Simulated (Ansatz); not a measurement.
# CH6NSi+ (SMILES [NH2+]=C[SiH3]): single points off equilibrium

One table from this session's results is given with a row withheld; the runs are named, their logs left out.

Computed with Ansatz 0.2.0, Gaussian basis. Level: single points in def2-TZVPP.

Cores are frozen in the correlated methods. B3LYP uses VWN-RPA correlation.

## The system as given

SMILES `[NH2+]=C[SiH3]`, 9 atoms, charge 1, spin multiplicity 1.

Atoms are counted from 1 here; the program's logs count them from 0.

Bond lengths: N1–C2 1.265 Å, N1–H4 1.043 Å, N1–H5 1.053 Å, C2–Si3 1.879 Å, C2–H6 1.066 Å, Si3–H7 1.491 Å, Si3–H8 1.592 Å, Si3–H9 1.489 Å. Angles: C2–N1–H4 123.1°, C2–N1–H5 120.1°, H4–N1–H5 116.9°, N1–C2–Si3 122.6°, N1–C2–H6 113.5°, Si3–C2–H6 122.5°, C2–Si3–H7 99.8°, C2–Si3–H8 103.0°, C2–Si3–H9 106.8°, H7–Si3–H8 116.5°, H7–Si3–H9 114.9°, H8–Si3–H9 113.5°.

Geometry (Å):

```xyz
9
charge 1, multiplicity 1
N    -0.8003    0.6993   -0.9983
C     0.0061    0.6826   -0.0241
Si    0.6030   -0.9136    0.7677
H    -1.1299   -0.1655   -1.4787
H    -1.1522    1.6171   -1.3759
H     0.1346    1.6352    0.4379
H     2.0765   -0.7124    0.6667
H    -0.0262   -2.0351   -0.1703
H     0.0668   -0.9331    2.1570
```

Set-up of the first run:

run/in.yaml

```yaml
crystal:
  periodic: [false, false, false]
  atoms:
    - {symbol: N, position_ang: [-0.800300, 0.699300, -0.998300]}
    - {symbol: C, position_ang: [0.006100, 0.682600, -0.024100]}
    - {symbol: Si, position_ang: [0.603000, -0.913600, 0.767700]}
    - {symbol: H, position_ang: [-1.129900, -0.165500, -1.478700]}
    - {symbol: H, position_ang: [-1.152200, 1.617100, -1.375900]}
    - {symbol: H, position_ang: [0.134600, 1.635200, 0.437900]}
    - {symbol: H, position_ang: [2.076500, -0.712400, 0.666700]}
    - {symbol: H, position_ang: [-0.026200, -2.035100, -0.170300]}
    - {symbol: H, position_ang: [0.066800, -0.933100, 2.157000]}
basis:
  gaussian: {orbitals: def2-TZVPP}
total_charge: 1
correlation: {method: ccsd_t}
output: {forces: true}
```

The command line of these runs was not kept.

Among the steps run: CCSD(T)/def2-TZVPP; PBE0-D4/def2-TZVPP; wB97M-V/def2-TZVPP; r2SCAN-D4/def2-TZVPP; PBE-D4/def2-TZVPP; revPBE-D4/def2-TZVPP; B3LYP-D4/def2-TZVPP.

One of the session's tables, all rows but one given; the rest of the session is left out.

| method | RMS force component (eV/Å) | angle to CCSD(T) forces (°) |
| --- | --- | --- |
| CCSD(T) | 0.885 | reference |
| PBE0-D4 | 0.783 | 12.3 |
| wB97M-V | ? | ? |
| r2SCAN-D4 | 0.807 | 8.5 |
| PBE-D4 | 0.782 | 12.3 |
| revPBE-D4 | 0.819 | 11.8 |
| B3LYP-D4 | 0.799 | 8.3 |

**Question.** Estimate the row for wB97M-V.

**Answer.** RMS force component (eV/Å): 0.819; angle to CCSD(T) forces (°): 10.3.
